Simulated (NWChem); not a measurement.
## Basis-set dependence for hydrogen isocyanide (CHN)

```xyz
3

C      0.0000     0.0000     0.7490
N      0.0000     0.0000    -0.4352
H      0.0000     0.0000    -1.4477
```
Charge 0, spin multiplicity 1.

Everything below was run with NWChem. The geometry was optimised at PBE/def2-SVP, a minimum by its harmonic frequencies.

Hartree-Fock energies in Ha, correlation energies in mHa.

The correlated methods keep 2 core orbitals frozen. Coupled-cluster values serve here as a point of comparison, not as the truth.

| basis | functions | RHF | MP2 | SCS-MP2 | CCSD | CCSD+T(CCSD) | CCSD(T) | CR-CCSD[T] | CR-CCSD(T) | CCSDT |
|---|---|---|---|---|---|---|---|---|---|---|
| STO-3G | 11 | -91.64392 | -131.2 | -131.5 | -142.0 | -150.0 | -147.9 | -148.3 | -146.7 | -149.0 |
| def2-SVP | 33 | -92.78289 | -274.5 | -269.4 | -287.4 | -300.6 | -299.4 | -298.0 | -297.2 | -300.0 |
| def2-TZVP | 68 | -92.89245 | -331.2 | -327.3 | -340.5 | -359.0 | -358.0 | -355.5 | -354.6 | not run |
| def2-QZVP | 144 | -92.89701 | -356.4 | -354.5 | not run | not run | not run | not run | not run | not run |

From def2-TZVP to def2-QZVP the Hartree-Fock energy moves by -4.6 mHa and the MP2 correlation energy by -25.2 mHa, which is 7 % of its value in the larger set.
